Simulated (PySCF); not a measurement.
# ClH5N: the cost of one run

Computed with PySCF 2.14.0; each step states its level. No surroundings beyond the atoms listed, unless a continuum is named. Atoms count from 0, parts from 1.

## Step 1: Starting point

7 atoms, charge 1, multiplicity 1; geometry: GFN2-xTB. Parts: 1 = atoms 0–4, `[NH4+]`, charge 1; 2 = atoms 5–6, `Cl`, charge 0.

## Step 2: Geometry optimisation at PBE0-D3(BJ)/def2-TZVPD

Job settings and geometry (Å):

```
{"job": {"xc": "PBE0", "basis": "def2-TZVPD", "d3": "d3bj", "grid": 3, "kind": "geom", "shake": 0.01}, "charge": 1, "multiplicity": 1, "parts": [{"atoms": "0-4", "charge": 1, "multiplicity": 1}, {"atoms": "5-6", "charge": 0, "multiplicity": 1}]}
N      0.001245     0.027048     0.060364
H      0.226154     0.668279    -0.722973
H      0.815596    -0.345113     0.451692
H     -0.612927    -0.741013    -0.305804
H     -0.520679     0.586294     0.759525
Cl    -1.744186    -2.207224    -0.989567
H     -2.092860    -2.638569     0.167050
```

Command:

```
OMP_NUM_THREADS=1 python cluster_run.py task.json out
```

One launch serves the whole session: the jobs run in the order shown.

Q: Estimate the wall time and peak memory of this first job on 1 thread of Intel Xeon Platinum 8175M at 2.50GHz, shared host.

About 42 s, with a peak of 0.56 GiB.
